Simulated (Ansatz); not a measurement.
Density of states of Ga (I-43d, a = 5.968 Å, b = 5.968 Å, c = 5.968 Å, α = 90.00°, β = 90.00°, γ = 90.00°), in states per eV and primitive cell, averaged over bins of 0.5 eV. Level of theory: DFT PBEsol, scalar-relativistic, plane waves, PAW (Ansatz 0.2.0).

Plane waves to 420 eV, a k mesh through Γ of 8×8×8 on the computed 6-atom cell and Gaussian smearing (0.10 eV); no spin polarisation.

The cell is relaxed at this level. The states (both spins) are summed by tetrahedra on a 12×12×12 mesh at the self-consistent density. Energies are bin centres; the table starts no lower than −8 eV and ends at 6 eV, or lower where the solved bands end.

It is a metal at this level.

```csv
E − E_F (eV),total,Ga 4p,Ga 4s,Ga 3d
-7.80,1.32,0.71,0.59,0.01
-7.30,1.45,0.78,0.65,0.02
-6.80,1.47,0.77,0.68,0.02
-6.30,1.64,0.84,0.78,0.02
-5.80,1.76,0.84,0.90,0.02
-5.30,2.20,0.91,1.26,0.03
-4.80,1.36,0.54,0.80,0.02
-4.30,1.84,0.96,0.86,0.02
-3.80,1.81,1.01,0.79,0.01
-3.30,1.98,1.06,0.88,0.02
-2.80,1.70,1.14,0.54,0.01
-2.30,2.07,1.46,0.58,0.02
-1.80,2.19,1.55,0.61,0.02
-1.30,2.39,1.74,0.61,0.02
-0.80,2.23,1.71,0.48,0.02
-0.30,2.43,1.82,0.55,0.02
0.20,2.17,1.53,0.58,0.01
0.70,2.37,1.66,0.63,0.02
1.20,2.34,1.67,0.58,0.01
1.70,2.50,1.80,0.58,0.01
2.20,2.63,1.90,0.59,0.01
2.70,2.75,2.04,0.55,0.01
3.20,3.35,2.55,0.60,0.01
3.70,2.54,1.91,0.47,0.01
4.20,1.99,1.46,0.38,0.01
4.70,2.73,1.96,0.52,0.01
5.20,2.83,2.11,0.41,0.01
5.70,2.73,2.11,0.29,0.01
```

The columns after the total are the Löwdin projections on the occupied valence shells of the potentials. The rest of the total lies in shells that are empty in the free atom, which aren't projected, and between the atoms.

This form isn't the element's structure at ambient conditions.

Cost: 1 run of about 2 core-minutes, on Arm Neoverse V1 (shared hosts).